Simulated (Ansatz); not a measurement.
Cost and result for the atomization energy of `C=NCNC` (13 atoms, 12 bonds).

Z-matrix (Å, degrees):
```
C
N 1 1.455
N 1 1.434 2 113.3
H 1 1.102 2 111.3 3 -122.5
H 1 1.094 2 107.1 3 119.5
C 2 1.257 1 117.7 3 124.0
C 3 1.448 1 114.2 2 -63.6
H 3 1.012 1 109.5 2 60.7
H 6 1.090 2 119.7 1 -179.5
H 6 1.100 2 123.1 1 0.7
H 7 1.091 3 109.3 1 -178.8
H 7 1.094 3 109.1 1 -61.6
H 7 1.099 3 114.5 1 59.4
```

Charge 0, multiplicity 1. All single points use the PBE0-D4/def2-TZVP geometry. It is one conformer, not always the lowest. Program: Ansatz. All runs use 4 threads of an AMD EPYC 7B13 on a shared host. Times are those of one run each, without the atoms' runs, and a repeat can differ threefold. Electronic energies, without spin–orbit coupling; frozen cores. CCSD(T)/CBS adds CCSD(T) − MP2 in def2-TZVPP to the MP2 limit, and its time is that of the two runs behind it. T1 = 0.011. B3LYP takes the VWN-RPA correlation (the form of Gaussian; ORCA's B3LYP/G).

CCSD(T)/CBS is a level of theory with its own doubt, some kJ/mol a heavy atom from the limit and from the frozen cores, so smaller differences don't rank the functionals.

| level | functions | wall time | atomization (kcal/mol) | difference from CCSD(T)/CBS | per bond |
| --- | --- | --- | --- | --- | --- |
| PBE0-D4/def2-TZVPP | 267 | 2 s | 1196.0 | 9.5 | 0.8 |
| PBE-D4/def2-TZVPP (with forces) | 267 | 2.1 s | 1223.1 | 36.6 | 3.1 |
| r2SCAN-D4/def2-TZVPP (with forces) | 267 | 3.4 s | 1185.4 | -1.1 | -0.1 |
| B3LYP-D4/def2-TZVPP (with forces) | 267 | 3.5 s | 1195.0 | 8.5 | 0.7 |
| B2PLYP/def2-TZVPP | 267 | 4.5 s | 1178.9 | -7.6 | -0.6 |
| ωB97X-V/def2-TZVPP | 267 | 5.5 s | 1192.3 | 5.8 | 0.5 |
| ωB97M-V/def2-TZVPP (with forces) | 267 | 7.5 s | 1193.3 | 6.8 | 0.6 |
| MP2/def2-QZVPP | 525 | 21 s | 1187.6 | 1.1 | 0.1 |
| CCSD(T)/def2-TZVPP | 267 | 2.3 min | 1154.4 | -32.1 | -2.7 |
| CCSD(T)/CBS(def2) | – | 2.6 min | 1186.5 | 0.0 | 0.0 |

From PBE to PBE0 (25 % exact exchange), in def2-TZVPP and without D4, the atomization energy moves by −26.2 kcal/mol: exact exchange takes away binding that semilocal exchange gives to molecules. In def2-TZVPP, CCSD(T) changes the Hartree–Fock value by +322.2 kcal/mol (the triples alone add +18.9 kcal/mol) and MP2 by +336.5 kcal/mol; breaking electron pairs costs correlation energy, which Hartree–Fock lacks. The D4 term adds +8.4 kcal/mol with B3LYP and +4.4 kcal/mol with PBE0; it sums over pairs of atoms, weighted by their polarisabilities, and B3LYP, whose exchange is more repulsive, gets the larger term.
